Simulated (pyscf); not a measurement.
H₂B–O–SnH₃ + NH₃ → HO–SnH₃ + H₂B–NH₂, a four-centre exchange (singlet surface; B–O, H–N broken, H–O, B–N formed). PySCF, gas phase, ωB97X-D3(BJ)/def2-SVP geometries. Energies in kcal/mol from the separated reactants.

Small-basis levels: PySCF, no dispersion term, spherical d functions. 

**Question.** Quick B3LYP/LANL2DZ single points give ΔE‡ = 1.6 kcal/mol and ΔE = -6.5 kcal/mol. What does ωB97M-D3(BJ)/def2-TZVP give, and how far is the quick result from it?

**Answer.** ωB97M-D3(BJ)/def2-TZVP gives ΔE‡ = 10.0 kcal/mol and ΔE = +1.1 kcal/mol. B3LYP/LANL2DZ lies 8.4 kcal/mol under it in the barrier and 7.6 kcal/mol under it in the reaction energy, so on this step it does not hold to within 3.0 kcal/mol. ωB97M-D3(BJ)/def2-TZVP has limits of its own. On the reactant side the descent ends in an adduct with a B–N contact, 12.8 kcal/mol under the separated species and 22.7 kcal/mol under the saddle at ωB97X-D3(BJ)/def2-TZVP. On the product side the descent ends in an adduct with a B–O contact, 1.7 kcal/mol under the separated species and 9.6 kcal/mol under the saddle at ωB97X-D3(BJ)/def2-TZVP. What is counted as formed (B–N) is already present as a longer contact in the reactant adduct; forming that adduct is a step of its own. What is counted as broken (B–O) persists as a longer contact in the product adduct; parting that adduct is a step of its own. This is the saddle that the search found; another between the same sides may lie lower. In the def2 sets elements past Kr carry core potentials, without spin-orbit coupling.
